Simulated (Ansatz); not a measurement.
Species: C₄H₈ (charge 0, singlet). 
Coordinates optimised at B3LYP-D3(BJ)/def2-TZVP (Ansatz, an electronic-structure program):
```
C
H 1 1.0899
H 1 1.0911 2 108.56
C 1 1.5494 2 117.79 3 127.92
H 4 1.0899 1 117.79 2 -99.90
H 4 1.0911 5 108.56 1 -127.92
C 1 1.5494 2 117.79 3 -127.92
H 7 1.0899 1 117.79 2 99.90
H 7 1.0911 8 108.56 1 127.92
C 7 1.5494 8 117.79 9 127.92
H 10 1.0899 7 117.79 8 -99.90
H 10 1.0911 11 108.56 4 127.92
```
Charge 0, spin multiplicity 1.

Give the harmonic wavenumbers at B3LYP-D3(BJ)/def2-TZVP (Ansatz, finite differences of forces, unscaled).

192, 638, 756, 756, 889, 914, 914, 942, 966, 1016, 1172, 1179, 1250, 1250, 1258, 1265, 1290, 1290, 1485, 1485, 1492, 1523, 3050, 3051, 3051, 3055, 3084, 3097, 3097, 3115 cm⁻¹. Zero-point energy 69.4 kcal/mol.

From these and the geometry, give the ideal-gas thermochemistry at 298.15 K and 1 atm (rigid rotor, harmonic oscillator).

Point group D2d, rotational symmetry number 4. Rotational constants 10.72, 10.72, 6.339 GHz. S(trans) 38.00, S(rot) 20.85, S(vib) 4.14, S(elec, spin only) 0.00, S 63.0 cal/(mol K). H(298) - H(0) 3.19 kcal/mol; G - E(el) 53.8 kcal/mol.
